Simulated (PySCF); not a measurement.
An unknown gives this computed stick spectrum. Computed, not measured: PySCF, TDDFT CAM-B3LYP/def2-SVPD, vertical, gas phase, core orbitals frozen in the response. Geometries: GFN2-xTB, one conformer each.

| state | λ (nm) | f |
| --- | --- | --- |
| S1 | 124.6 | 0.0014 |
| S2 | 123.8 | 0.0061 |
| S3 | 117.1 | 0.0039 |
| S4 | 113.7 | 0.112 |
| S5 | 113.6 | 0.111 |
| S6 | 109.7 | 0.068 |
| S7 | 108.9 | 0.033 |
| S8 | 108.5 | 0.159 |

Triplets computed (Tamm–Dancoff): 9.65, 9.72, 10.25 eV.

Orbital energies (eV): HOMO-3 -13.31, HOMO-2 -12.56, HOMO-1 -12.02, HOMO -11.93, LUMO 1.22, LUMO+1 1.98, LUMO+2 2.33.

Task: Which structure fits?
A. `FC(F)(CC)F`
B. `C1CCCC1`
C. `O=C(O)CC(=O)O`

Result: A. Its S1, at 9.95 eV, is the highest among the candidates; the nearest of the others has S1 at 8.51 eV. S1 is HOMO-1→LUMO (94%). Löwdin shares by element: HOMO carbon 52%, hydrogen 12% or more (atoms not listed hold the other 36%); LUMO carbon 42% or more, hydrogen 18% or more (atoms not listed hold the other 40%). At the same level the other candidates give, for their lowest levels:
- `O=C(O)CC(=O)O`: 214 nm (f 0.003); 213 nm (f 0.001); 161 nm (f 0.104); 159 nm (f 0.019); 157 nm (f 0.000); T1 5.29 eV; HOMO -10.02, LUMO 0.38 eV
- `C1CCCC1`: 146 nm (f 0.000); 140 nm (f 0.000); 137 nm (f 0.001); 136 nm (f 0.009); 135 nm (f 0.065); T1 8.25 eV; HOMO -10.20, LUMO 1.43 eV

Shape of the structure used: `[CH3:1][CH2:2][C:3]([F:4])([F:5])[F:6]`: C1–C2–C3–F4 -60°.
